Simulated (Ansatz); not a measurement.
# CH4Cl (doublet): wave-function methods side by side at distance C1–H5 along a hydrogen transfer = 1.090 Å, cc-pVDZ

Aim: climb from Hartree-Fock through coupled cluster and multireference methods for CH4Cl (doublet) at one geometry and basis, and see what each rung misses.

The runs use Ansatz 0.2.0, Gaussian basis; cc-pVDZ, core rule «outside noble gas», up to 6 orbitals frozen.

Plan: UHF; CCSD(T) on ROHF; CCSD(T) on UHF; BCCD(T) on ROHF; CISD; CCSDT(Q) on ROHF; CCSDT(Q) on UHF; CASSCF and MRCISD+Q, 3 electrons in 3 orbitals; CASSCF and NEVPT2, 3 electrons in 3 orbitals; CASSCF and MRCISD+Q, 15 electrons in 12 orbitals; CASSCF and NEVPT2, 15 electrons in 12 orbitals.

### 1 The geometry

The geometry derives from fragments relaxed apart (PBE0/def2-TZVP) and kept rigid, so it is no stationary point. A hydrogen atom is moved between rigid fragments.

6 atoms, charge 0, spin multiplicity 2.

Atoms are counted from 1 here; the program's logs count them from 0.

Bond lengths: C1–H2 1.090 Å, C1–H3 1.090 Å, C1–H4 1.090 Å, C1–H5 1.090 Å. Angles: H2–C1–H3 109.5°, H2–C1–H4 109.5°, H2–C1–H5 109.5°, H3–C1–H4 109.5°, H3–C1–H5 109.5°, H4–C1–H5 109.5°.

### 2 UHF

in.yaml reads:

```yaml
crystal:
  periodic: [false, false, false]
  atoms:
    - {symbol: C, position_ang: [-1.935285, 0.000000, 0.000000]}
    - {symbol: H, position_ang: [-2.298491, 1.027301, 0.000000]}
    - {symbol: H, position_ang: [-2.298491, -0.513650, 0.889668]}
    - {symbol: H, position_ang: [-2.298491, -0.513650, -0.889669]}
    - {symbol: H, position_ang: [-0.845668, 0.000000, 0.000000]}
    - {symbol: Cl, position_ang: [0.875715, 0.000000, 0.000000]}
basis:
  gaussian: {orbitals: cc-pVDZ}
magnetization: {spin_polarized: true, initial_magnetization: 1}
hamiltonian: {xc: hf}
output: {orbitals: {seedname: orbitals}}
```

Started as:

```
$ ansatz run in.yaml --threads 1 --pin off --events-out ev --progress --plain --max-ram 4096MiB --backend cpu
```

The runs that follow: CCSD(T) on ROHF; CCSD(T) on UHF; BCCD(T) on ROHF; CISD; CCSDT(Q) on ROHF; CCSDT(Q) on UHF; CASSCF and MRCISD+Q, 3 electrons in 3 orbitals; CASSCF and NEVPT2, 3 electrons in 3 orbitals; CASSCF and MRCISD+Q, 15 electrons in 12 orbitals; CASSCF and NEVPT2, 15 electrons in 12 orbitals.

**Question.** What will the summary of the whole plan be? Wanted: UCCSDT(Q) below the RHF energy; RMP2 from UCCSDT(Q); UMP2 from UCCSDT(Q); RCCSD from UCCSDT(Q); RCCSD(T) from UCCSDT(Q); UCCSD(T) from UCCSDT(Q); RCCSDT(Q) from UCCSDT(Q); NEVPT2 valence from UCCSDT(Q); MRCISD+Q valence from UCCSDT(Q).

**Answer**, as computed:

| quantity | value |
| --- | --- |
| UCCSDT(Q) below the RHF energy | -9.0909 eV |
| RMP2 from UCCSDT(Q) | +28.22 kcal/mol |
| UMP2 from UCCSDT(Q) | +28.78 kcal/mol |
| RCCSD from UCCSDT(Q) | +4.57 kcal/mol |
| RCCSD(T) from UCCSDT(Q) | +0.65 kcal/mol |
| UCCSD(T) from UCCSDT(Q) | +0.66 kcal/mol |
| RCCSDT(Q) from UCCSDT(Q) | +0.01 kcal/mol |
| NEVPT2 valence from UCCSDT(Q) | +37.26 kcal/mol |
| MRCISD+Q valence from UCCSDT(Q) | +0.69 kcal/mol |
| levels within 1 kcal/mol (43 meV) | RCCSD(T), UCCSD(T), BCCD(T), RCCSDT, UCCSDT, RCCSDT(Q), MRCISD+Q valence |
| T1 diagnostic | 0.016 |
| effectively unpaired electrons | 1.01 |

In words: RCCSD(T) misses by +0.65 kcal/mol, 0.3 % of the correlation energy. One determinant dominates. Of the multireference levels listed MRCISD+Q valence comes nearest in total energy (+0.69 kcal/mol), which doesn't show that its space is the better one. These misses are within one basis, not against nature; the frozen cores of restricted and unrestricted runs differ, which can shift their rows.
